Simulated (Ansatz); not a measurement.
Geometry optimisation, RKS B3LYP-D4/cc-pVDZ (Ansatz 0.2.0).

input.yaml

```yaml
crystal:
  periodic: [false, false, false]
  atoms:
    - { symbol: C, position_ang: [-0.5887, 0.3177, -0.1254] }
    - { symbol: B, position_ang: [0.7691, -0.3527, 0.003] }
    - { symbol: Cl, position_ang: [1.0585, -1.4944, 1.3982] }
    - { symbol: H, position_ang: [-1.3582, -0.3946, -0.2365] }
    - { symbol: H, position_ang: [-0.638, 1.002, -1.0565] }
    - { symbol: H, position_ang: [-0.8301, 0.9997, 0.7602] }
    - { symbol: H, position_ang: [1.6486, -0.1457, -0.7886] }
basis:
  gaussian: { orbitals: cc-pVDZ }
hamiltonian:
  xc: b3lyp
  dispersion: d4
relax:
  f_tol: 0.015
  max_steps: 40
```

Launched with:

```bash
$ ansatz run input.yaml --threads 1 --pin off --max-ram 2048MiB --backend cpu --events-out ev --progress --plain --runs-dir out
```

**Question.** Where does it end, and by what steps?

**Answer.** It converged. The force dipped under the threshold on the way, but the program's further checks kept it going. After 20 steps the energy has fallen by 0.215 eV; Cl3 moved furthest, 0.65 Å.

```json
{"step": "0", "energy less start (eV)": "0.0000", "largest force component (eV/Å)": "3.341", "accepted": "yes"}
{"step": "1", "energy less start (eV)": "-0.1705", "largest force component (eV/Å)": "1.093", "accepted": "yes"}
{"step": "2", "energy less start (eV)": "-0.1682", "largest force component (eV/Å)": "0.474", "accepted": "no"}
{"step": "3", "energy less start (eV)": "-0.1921", "largest force component (eV/Å)": "0.135", "accepted": "yes"}
{"step": "4", "energy less start (eV)": "-0.1952", "largest force component (eV/Å)": "0.123", "accepted": "yes"}
{"step": "5", "energy less start (eV)": "-0.2041", "largest force component (eV/Å)": "0.102", "accepted": "yes"}
{"step": "6", "energy less start (eV)": "-0.1849", "largest force component (eV/Å)": "0.517", "accepted": "no"}
{"step": "7", "energy less start (eV)": "-0.2087", "largest force component (eV/Å)": "0.077", "accepted": "yes"}
{"step": "8", "energy less start (eV)": "-0.2046", "largest force component (eV/Å)": "0.242", "accepted": "no"}
{"step": "9", "energy less start (eV)": "-0.2111", "largest force component (eV/Å)": "0.022", "accepted": "yes"}
{"step": "10", "energy less start (eV)": "-0.2125", "largest force component (eV/Å)": "0.060", "accepted": "yes"}
{"step": "11", "energy less start (eV)": "-0.2131", "largest force component (eV/Å)": "0.104", "accepted": "yes"}
{"step": "12", "energy less start (eV)": "-0.2134", "largest force component (eV/Å)": "0.100", "accepted": "yes"}
{"step": "13", "energy less start (eV)": "-0.2144", "largest force component (eV/Å)": "0.005", "accepted": "yes"}
{"step": "14", "energy less start (eV)": "-0.2147", "largest force component (eV/Å)": "0.011", "accepted": "yes"}
{"step": "15", "energy less start (eV)": "-0.2147", "largest force component (eV/Å)": "0.080", "accepted": "no"}
{"step": "16", "energy less start (eV)": "-0.2149", "largest force component (eV/Å)": "0.016", "accepted": "yes"}
{"step": "17", "energy less start (eV)": "-0.2150", "largest force component (eV/Å)": "0.018", "accepted": "yes"}
{"step": "18", "energy less start (eV)": "-0.2150", "largest force component (eV/Å)": "0.015", "accepted": "yes"}
{"step": "19", "energy less start (eV)": "-0.2147", "largest force component (eV/Å)": "0.060", "accepted": "no"}
{"step": "20", "energy less start (eV)": "-0.2150", "largest force component (eV/Å)": "0.004", "accepted": "yes"}
```

```xyz
7
Properties=species:S:1:pos:R:3
C -0.621 0.326 -0.125
B 0.782 -0.311 0.081
Cl 0.981 -1.884 0.877
H -1.465 -0.269 0.253
H -0.775 0.528 -1.203
H -0.640 1.324 0.354
H 1.799 0.219 -0.283
```

Whether the end is a true minimum wasn't checked by a vibrational analysis.

Run time: 34 s on 1 thread of Arm Neoverse V2, on a shared host, peak memory 0.13 GiB.
